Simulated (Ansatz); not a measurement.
## Nudged elastic band run: CH$_{7}$Si

input.yaml

```yaml
crystal:
  periodic: [false, false, false]
  atoms:
    - { symbol: H, position_ang: [-0.871324, -0.397799, 0.921179] }
    - { symbol: C, position_ang: [-0.365594, -0.729128, -0.001888] }
    - { symbol: Si, position_ang: [0.738868, 0.632944, -0.677937] }
    - { symbol: H, position_ang: [-1.728611, 0.090519, 2.857077] }
    - { symbol: H, position_ang: [-1.142267, -1.010222, -0.730445] }
    - { symbol: H, position_ang: [0.218291, -1.631348, 0.239156] }
    - { symbol: H, position_ang: [-0.064592, 1.848609, -1.013494] }
    - { symbol: H, position_ang: [1.778088, 1.018123, 0.32591] }
    - { symbol: H, position_ang: [1.43714, 0.178402, -1.919558] }
magnetization:
  spin_polarized: true
  initial_magnetization: 1
basis:
  gaussian: { orbitals: def2-SVP }
hamiltonian:
  xc: r2scan
  dispersion: d4
neb:
  order_check: false
  images: 9
  f_tol: 0.05
  max_iterations: 60
  optimiser: fire
  climbing: immediate
  final_atoms:
    - { symbol: H, position_ang: [-1.24460777, 0.08675257, 1.92789317] }
    - { symbol: C, position_ang: [-0.1499129, -1.04820789, -0.51277425] }
    - { symbol: Si, position_ang: [0.73474726, 0.56693819, -0.706094] }
    - { symbol: H, position_ang: [-1.47415673, 0.46306597, 2.54713912] }
    - { symbol: H, position_ang: [-1.13772656, -1.2378984, -0.94859782] }
    - { symbol: H, position_ang: [0.29562939, -1.90885026, 0.0001309] }
    - { symbol: H, position_ang: [-0.24457751, 1.68802033, -0.83678744] }
    - { symbol: H, position_ang: [1.62727554, 0.82011834, 0.46552079] }
    - { symbol: H, position_ang: [1.59332828, 0.57016115, -1.93643046] }
  initial_path:
    images:
      - { positions_ang: [[-0.871324, -0.397799, 0.921179], [-0.365594, -0.729128, -0.001888], [0.738868, 0.632944, -0.677937], [-1.728611, 0.090519, 2.857077], [-1.142267, -1.010222, -0.730445], [0.218291, -1.631348, 0.239156], [-0.064592, 1.848609, -1.013494], [1.778088, 1.018123, 0.32591], [1.43714, 0.178402, -1.919558]] }
      - { positions_ang: [[-0.88200186, -0.3767793, 0.98624885], [-0.36733458, -0.72338416, 0.00412205], [0.73754379, 0.63547872, -0.67355991], [-1.65439648, 0.04870377, 2.70712958], [-1.16713348, -0.99216544, -0.6937952], [0.19874659, -1.62897409, 0.25538076], [-0.07118894, 1.83699756, -1.01772282], [1.76219756, 1.02245282, 0.33508418], [1.44356641, 0.17777012, -1.90288748]] }
      - { positions_ang: [[-0.89267972, -0.3557596, 1.05131869], [-0.36907517, -0.71764032, 0.0101321], [0.73621958, 0.63801345, -0.66918282], [-1.58018196, 0.00688854, 2.55718215], [-1.19199996, -0.97410888, -0.6571454], [0.17920219, -1.62660019, 0.27160553], [-0.07778588, 1.82538612, -1.02195164], [1.74630712, 1.02678264, 0.34425835], [1.44999281, 0.17713824, -1.88621696]] }
      - { positions_ang: [[-0.90335758, -0.33473991, 1.11638854], [-0.37081575, -0.71189648, 0.01614215], [0.73489537, 0.64054817, -0.66480573], [-1.50596745, -0.03492669, 2.40723473], [-1.21686645, -0.95605232, -0.6204956], [0.15965778, -1.62422628, 0.28783029], [-0.08438283, 1.81377468, -1.02618046], [1.73041668, 1.03111246, 0.35343253], [1.45641922, 0.17650636, -1.86954644]] }
      - { positions_ang: [[-0.91403544, -0.31372021, 1.18145839], [-0.37255633, -0.70615263, 0.02215219], [0.73357116, 0.6430829, -0.66042864], [-1.43175293, -0.07674192, 2.25728731], [-1.24173293, -0.93799576, -0.5838458], [0.14011337, -1.62185237, 0.30405505], [-0.09097977, 1.80216324, -1.03040928], [1.71452624, 1.03544228, 0.36260671], [1.46284562, 0.17587448, -1.85287593]] }
      - { positions_ang: [[-0.9247133, -0.29270051, 1.24652824], [-0.37429691, -0.70040879, 0.02816224], [0.73224696, 0.64561762, -0.65605155], [-1.35753841, -0.11855715, 2.10733989], [-1.26659941, -0.91993921, -0.54719601], [0.12056897, -1.61947847, 0.32027982], [-0.09757671, 1.7905518, -1.0346381], [1.6986358, 1.0397721, 0.37178088], [1.46927203, 0.1752426, -1.83620541]] }
      - { positions_ang: [[-0.98869219, -0.21680989, 1.38280122], [-0.32942011, -0.76996861, -0.08002506], [0.73274702, 0.62988174, -0.66606004], [-1.38086207, -0.00223253, 2.19529973], [-1.24082484, -0.98353104, -0.62747637], [0.15558105, -1.67735282, 0.25625003], [-0.12697687, 1.77004551, -0.99506797], [1.68436375, 0.99584135, 0.39052887], [1.49408328, 0.25422631, -1.85625042]] }
      - { positions_ang: [[-1.05267109, -0.14091928, 1.51907421], [-0.28454331, -0.83952843, -0.18821236], [0.73324708, 0.61414585, -0.67606853], [-1.40418574, 0.11409209, 2.28325958], [-1.21505027, -1.04712288, -0.70775673], [0.19059314, -1.73522718, 0.19222025], [-0.15637703, 1.74953922, -0.95549784], [1.67009169, 0.9519106, 0.40927685], [1.51889453, 0.33321002, -1.87629543]] }
      - { positions_ang: [[-1.11664998, -0.06502866, 1.6553472], [-0.23966651, -0.90908825, -0.29639965], [0.73374714, 0.59840996, -0.68607702], [-1.4275094, 0.23041672, 2.37121943], [-1.1892757, -1.11071472, -0.7880371], [0.22560522, -1.79310154, 0.12819047], [-0.18577719, 1.72903292, -0.91592771], [1.65581964, 0.90797985, 0.42802483], [1.54370578, 0.41219373, -1.89634044]] }
      - { positions_ang: [[-1.18062888, 0.01086196, 1.79162018], [-0.1947897, -0.97864807, -0.40458695], [0.7342472, 0.58267408, -0.69608551], [-1.45083307, 0.34674134, 2.45917927], [-1.16350113, -1.17430656, -0.86831746], [0.26061731, -1.8509759, 0.06416068], [-0.21517735, 1.70852663, -0.87635757], [1.64154759, 0.86404909, 0.44677281], [1.56851703, 0.49117744, -1.91638545]] }
      - { positions_ang: [[-1.24460777, 0.08675257, 1.92789317], [-0.1499129, -1.04820789, -0.51277425], [0.73474726, 0.56693819, -0.706094], [-1.47415673, 0.46306597, 2.54713912], [-1.13772656, -1.2378984, -0.94859782], [0.29562939, -1.90885026, 0.0001309], [-0.24457751, 1.68802033, -0.83678744], [1.62727554, 0.82011834, 0.46552079], [1.59332828, 0.57016115, -1.93643046]] }
```

Launched with:

```bash
$ ansatz run input.yaml --threads 2 --pin off --max-ram 3072MiB --backend cpu --events-out ev --progress --plain --runs-dir out
```

Output, in part (warnings, iteration lines, the closing report on the highest movable image, with atoms numbered from 0):

```
NEB end point (image 0): max|allowed force component| = 1.105e-2 eV/Å (the criterion of neb.relax_end_points is 1.000e-2)
NEB end point (image 10): max|allowed force component| = 1.607e-2 eV/Å (the criterion of neb.relax_end_points is 1.000e-2)
NEB iter   1: max|band force component| = 2.518e0 eV/Å  barrier→ = 0.3697 eV  barrier← = 0.4338 eV  CI = image 6  Δτ_max = 0.0418 Å  (308 SCF iters)
NEB iter   2: max|band force component| = 1.346e0 eV/Å  barrier→ = 0.2987 eV  barrier← = 0.3628 eV  CI = image 5  Δτ_max = 0.0623 Å  (288 SCF iters)
NEB iter   3: max|band force component| = 2.348e0 eV/Å  barrier→ = 0.2909 eV  barrier← = 0.3550 eV  CI = image 5  Δτ_max = 0.0101 Å  (282 SCF iters)
NEB iter   4: max|band force component| = 1.624e0 eV/Å  barrier→ = 0.2873 eV  barrier← = 0.3514 eV  CI = image 5  Δτ_max = 0.0170 Å  (260 SCF iters)
NEB iter   5: max|band force component| = 6.238e-1 eV/Å  barrier→ = 0.2830 eV  barrier← = 0.3471 eV  CI = image 5  Δτ_max = 0.0187 Å  (266 SCF iters)
NEB iter   6: max|band force component| = 5.032e-1 eV/Å  barrier→ = 0.2811 eV  barrier← = 0.3452 eV  CI = image 5  Δτ_max = 0.0006 Å  (282 SCF iters)
NEB iter   7: max|band force component| = 4.796e-1 eV/Å  barrier→ = 0.2810 eV  barrier← = 0.3451 eV  CI = image 5  Δτ_max = 0.0011 Å  (200 SCF iters)
NEB iter   8: max|band force component| = 4.337e-1 eV/Å  barrier→ = 0.2808 eV  barrier← = 0.3449 eV  CI = image 5  Δτ_max = 0.0016 Å  (213 SCF iters)
NEB iter   9: max|band force component| = 3.984e-1 eV/Å  barrier→ = 0.2804 eV  barrier← = 0.3446 eV  CI = image 5  Δτ_max = 0.0019 Å  (224 SCF iters)
NEB iter  10: max|band force component| = 3.826e-1 eV/Å  barrier→ = 0.2800 eV  barrier← = 0.3442 eV  CI = image 5  Δτ_max = 0.0021 Å  (229 SCF iters)
NEB iter  11: max|band force component| = 3.639e-1 eV/Å  barrier→ = 0.2796 eV  barrier← = 0.3437 eV  CI = image 5  Δτ_max = 0.0025 Å  (228 SCF iters)
NEB iter  12: max|band force component| = 3.427e-1 eV/Å  barrier→ = 0.2791 eV  barrier← = 0.3432 eV  CI = image 5  Δτ_max = 0.0004 Å  (228 SCF iters)
NEB iter  13: max|band force component| = 3.407e-1 eV/Å  barrier→ = 0.2790 eV  barrier← = 0.3431 eV  CI = image 5  Δτ_max = 0.0007 Å  (185 SCF iters)
NEB iter  14: max|band force component| = 3.366e-1 eV/Å  barrier→ = 0.2789 eV  barrier← = 0.3430 eV  CI = image 5  Δτ_max = 0.0011 Å  (193 SCF iters)
NEB iter  15: max|band force component| = 3.306e-1 eV/Å  barrier→ = 0.2786 eV  barrier← = 0.3428 eV  CI = image 5  Δτ_max = 0.0014 Å  (198 SCF iters)
NEB iter  16: max|band force component| = 3.226e-1 eV/Å  barrier→ = 0.2784 eV  barrier← = 0.3425 eV  CI = image 5  Δτ_max = 0.0017 Å  (204 SCF iters)
NEB iter  17: max|band force component| = 3.127e-1 eV/Å  barrier→ = 0.2780 eV  barrier← = 0.3421 eV  CI = image 5  Δτ_max = 0.0021 Å  (207 SCF iters)
NEB iter  18: max|band force component| = 3.010e-1 eV/Å  barrier→ = 0.2776 eV  barrier← = 0.3417 eV  CI = image 5  Δτ_max = 0.0027 Å  (208 SCF iters)
NEB iter  19: max|band force component| = 2.859e-1 eV/Å  barrier→ = 0.2771 eV  barrier← = 0.3412 eV  CI = image 5  Δτ_max = 0.0033 Å  (217 SCF iters)
NEB iter  20: max|band force component| = 2.670e-1 eV/Å  barrier→ = 0.2765 eV  barrier← = 0.3406 eV  CI = image 5  Δτ_max = 0.0042 Å  (218 SCF iters)
NEB iter  21: max|band force component| = 2.436e-1 eV/Å  barrier→ = 0.2757 eV  barrier← = 0.3398 eV  CI = image 5  Δτ_max = 0.0051 Å  (217 SCF iters)
NEB iter  22: max|band force component| = 2.153e-1 eV/Å  barrier→ = 0.2748 eV  barrier← = 0.3389 eV  CI = image 5  Δτ_max = 0.0062 Å  (223 SCF iters)
NEB iter  23: max|band force component| = 1.818e-1 eV/Å  barrier→ = 0.2738 eV  barrier← = 0.3379 eV  CI = image 5  Δτ_max = 0.0073 Å  (223 SCF iters)
NEB iter  24: max|band force component| = 1.493e-1 eV/Å  barrier→ = 0.2727 eV  barrier← = 0.3368 eV  CI = image 5  Δτ_max = 0.0085 Å  (226 SCF iters)
NEB iter  25: max|band force component| = 1.113e-1 eV/Å  barrier→ = 0.2715 eV  barrier← = 0.3356 eV  CI = image 5  Δτ_max = 0.0096 Å  (231 SCF iters)
NEB iter  26: max|band force component| = 9.592e-2 eV/Å  barrier→ = 0.2704 eV  barrier← = 0.3345 eV  CI = image 5  Δτ_max = 0.0103 Å  (236 SCF iters)
NEB iter  27: max|band force component| = 7.721e-2 eV/Å  barrier→ = 0.2694 eV  barrier← = 0.3335 eV  CI = image 5  Δτ_max = 0.0106 Å  (235 SCF iters)
NEB iter  28: max|band force component| = 7.271e-2 eV/Å  barrier→ = 0.2689 eV  barrier← = 0.3330 eV  CI = image 5  Δτ_max = 0.0006 Å  (238 SCF iters)
NEB iter  29: max|band force component| = 7.216e-2 eV/Å  barrier→ = 0.2689 eV  barrier← = 0.3330 eV  CI = image 5  Δτ_max = 0.0013 Å  (191 SCF iters)
NEB iter  30: max|band force component| = 7.096e-2 eV/Å  barrier→ = 0.2688 eV  barrier← = 0.3330 eV  CI = image 5  Δτ_max = 0.0019 Å  (205 SCF iters)
NEB iter  31: max|band force component| = 6.896e-2 eV/Å  barrier→ = 0.2688 eV  barrier← = 0.3329 eV  CI = image 5  Δτ_max = 0.0025 Å  (209 SCF iters)
NEB iter  32: max|band force component| = 6.594e-2 eV/Å  barrier→ = 0.2688 eV  barrier← = 0.3329 eV  CI = image 5  Δτ_max = 0.0031 Å  (214 SCF iters)
NEB iter  33: max|band force component| = 6.173e-2 eV/Å  barrier→ = 0.2687 eV  barrier← = 0.3328 eV  CI = image 5  Δτ_max = 0.0036 Å  (221 SCF iters)
NEB iter  34: max|band force component| = 5.628e-2 eV/Å  barrier→ = 0.2686 eV  barrier← = 0.3328 eV  CI = image 5  Δτ_max = 0.0045 Å  (228 SCF iters)
NEB iter  35: max|band force component| = 4.888e-2 eV/Å  barrier→ = 0.2685 eV  barrier← = 0.3326 eV  CI = image 5  Δτ_max = 0.0000 Å  (485 SCF iters)
Total energy: -9020.97639718 eV, -331.5147679590 hartree
Atom 0 at    -0.925490    -0.291721     1.245265 Å, force     0.008908     0.007999    -0.015933 eV/Å
Atom 1 at    -0.374394    -0.723610     0.013756 Å, force    -0.007876    -0.011184     0.005207 eV/Å
Atom 2 at     0.717859     0.642686    -0.636044 Å, force    -0.003412    -0.005886    -0.000206 eV/Å
Atom 3 at    -1.316270    -0.102954     2.042481 Å, force     0.011317     0.022010    -0.008564 eV/Å
Atom 4 at    -1.299749    -0.935697    -0.539095 Å, force    -0.003263    -0.017077    -0.002141 eV/Å
Atom 5 at     0.117567    -1.646147     0.351473 Å, force    -0.001008    -0.008631     0.004022 eV/Å
Atom 6 at    -0.105175     1.825467    -1.027612 Å, force    -0.002524     0.006151     0.017687 eV/Å
Atom 7 at     1.716748     1.057525     0.394231 Å, force    -0.007506    -0.004029     0.008882 eV/Å
Atom 8 at     1.468903     0.174551    -1.844456 Å, force     0.005364     0.010648    -0.008954 eV/Å
Dipole moment:    -0.026710    -0.129963    -0.060496 e Å
```

It converged. The order of the stationary point at the top wasn't checked.

Final band (atoms are numbered from 1 in the order of the input):

| image | path coordinate (Å) | energy (kJ/mol) | H1–C2 (Å) | H1–H4 (Å) |
| --- | --- | --- | --- | --- |
| 0 | 0.00 | 0.0 | 1.10 | 2.17 |
| 1 | 0.21 | 0.2 | 1.11 | 1.95 |
| 2 | 0.43 | 1.0 | 1.11 | 1.72 |
| 3 | 0.65 | 3.3 | 1.12 | 1.48 |
| 4 | 0.88 | 10.3 | 1.17 | 1.22 |
| 5 | 1.12 | 25.9 | 1.42 | 0.91 |
| 6 | 1.46 | 10.1 | 1.85 | 0.78 |
| 7 | 1.80 | 0.0 | 2.15 | 0.77 |
| 8 | 2.13 | -4.1 | 2.40 | 0.76 |
| 9 | 2.46 | -5.8 | 2.65 | 0.76 |
| 10 | 2.79 | -6.2 | 2.91 | 0.76 |

Run time: 9.4 min on 2 threads of Intel(R) Xeon(R) Platinum 8259CL CPU @ 2.50GHz (Skylake/Cascade Lake), on a shared host, peak memory 0.2 GiB.
